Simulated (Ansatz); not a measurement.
# C₃H₆FN: one species, many methods

Aim: compute C₃H₆FN with functionals from several rungs and with coupled cluster, and see how far each lands from CCSD(T) at the basis-set limit for the atomisation energy.

Method: functionals in def2-TZVPP, the program's frozen cores in correlated methods; program: Ansatz 0.2.0, Gaussian basis.

Levels to be run: PBE-D4, r2SCAN-D4, PBE0-D4, B3LYP-D4, ωB97X-V, ωB97M-V, B2PLYP; CCSD(T)/def2-TZVPP; MP2/def2-QZVPP; extrapolation to the limit.

## (1) Structure used throughout

An earlier PBE0-D4 in a triple-zeta def2 set relaxation fixed the geometry.

SMILES `CC(=N)CF`, 11 atoms, charge 0, spin multiplicity 1.

Atoms are counted from 1 here; the program's logs count them from 0.

Bond lengths: C1–C2 1.495 Å, C1–H6 1.088 Å, C1–H7 1.094 Å, C1–H8 1.094 Å, C2–N3 1.263 Å, C2–C4 1.506 Å, N3–H9 1.021 Å, C4–F5 1.374 Å, C4–H10 1.096 Å, C4–H11 1.096 Å. Angles: C2–C1–H6 109.5°, C2–C1–H7 110.9°, C2–C1–H8 110.9°, H6–C1–H7 109.2°, H6–C1–H8 109.2°, H7–C1–H8 107.0°, C1–C2–N3 121.1°, C1–C2–C4 114.9°, N3–C2–C4 124.0°, C2–N3–H9 110.1°, C2–C4–F5 111.5°, C2–C4–H10 110.1°, C2–C4–H11 110.1°, F5–C4–H10 108.4°, F5–C4–H11 108.4°, H10–C4–H11 108.2°.

As a file:

```
C    -0.8518   -0.1067    1.1252
C     0.0349    0.4279    0.0473
N     0.2811    1.6633   -0.0423
C     0.5888   -0.6107   -0.8915
F     1.3910   -0.0440   -1.8523
H    -1.1976    0.7136    1.7513
H    -0.3183   -0.8332    1.7457
H    -1.7170   -0.6233    0.6987
H     0.9010    1.8410   -0.8344
H    -0.2291   -1.1406   -1.3927
H     1.1825   -1.3443   -0.3344
```

## (2) PBE-D4 (GGA)

The input, in.yaml:

```yaml
crystal:
  periodic: [false, false, false]
  atoms:
    - {symbol: C, position_ang: [-0.851815, -0.106702, 1.125240]}
    - {symbol: C, position_ang: [0.034871, 0.427933, 0.047270]}
    - {symbol: N, position_ang: [0.281080, 1.663278, -0.042276]}
    - {symbol: C, position_ang: [0.588833, -0.610668, -0.891515]}
    - {symbol: F, position_ang: [1.391018, -0.044020, -1.852341]}
    - {symbol: H, position_ang: [-1.197624, 0.713608, 1.751342]}
    - {symbol: H, position_ang: [-0.318259, -0.833176, 1.745707]}
    - {symbol: H, position_ang: [-1.717049, -0.623335, 0.698714]}
    - {symbol: H, position_ang: [0.901008, 1.841021, -0.834376]}
    - {symbol: H, position_ang: [-0.229062, -1.140621, -1.392739]}
    - {symbol: H, position_ang: [1.182498, -1.344318, -0.334427]}
basis:
  gaussian: {orbitals: def2-TZVPP}
hamiltonian: {xc: pbe, dispersion: d4}
output: {forces: true, orbitals: {seedname: orbitals}}
```

Run with:

```bash
$ ansatz run in.yaml --threads 4 --pin off --events-out ev --progress --plain --max-ram 10444MiB
```

Further steps of the session: r2SCAN-D4 (meta-GGA); PBE0-D4 (hybrid); B3LYP-D4 (hybrid); ωB97X-V (range-separated); ωB97M-V (range-separated); B2PLYP (double hybrid); CCSD(T) in def2-TZVPP; MP2 in def2-QZVPP.

Q: Predict the results of all the runs planned. Wanted: atomisation energy, CCSD(T)/CBS; farthest; mean size of error, hybrid; mean size of error, range-separated; gap, smallest and largest; T1 diagnostic; triples share of the correlation energy.

As calculated:

| quantity | value |
| --- | --- |
| atomisation energy, CCSD(T)/CBS | 45.289 eV |
| functionals within 0.226 eV (0.5 %) | r2SCAN-D4, B3LYP-D4, ωB97X-V |
| farthest | PBE-D4 (+1.484 eV) |
| mean size of error, hybrid | 0.290 eV |
| mean size of error, range-separated | 0.204 eV |
| gap, smallest and largest | 4.98 eV (PBE-D4), 12.47 eV (ωB97X-V) |
| T1 diagnostic | 0.0116 |
| triples share of the correlation energy | 3.8 % |

**Reading.** PBE-D4 misses by +1.484 eV. Double hybrids carry the basis error of their MP2 part in triple zeta, and no dispersion term here, so their miss is partly the set-up's. The reference freezes the cores and leaves out relativity and excitations past (T), so misses under about 0.226 eV can't be ranked. Hartree-Fock recovers 71 % of the binding; the rest is correlation. Orbital gaps span 5.0 to 12.5 eV; exact exchange widens them.
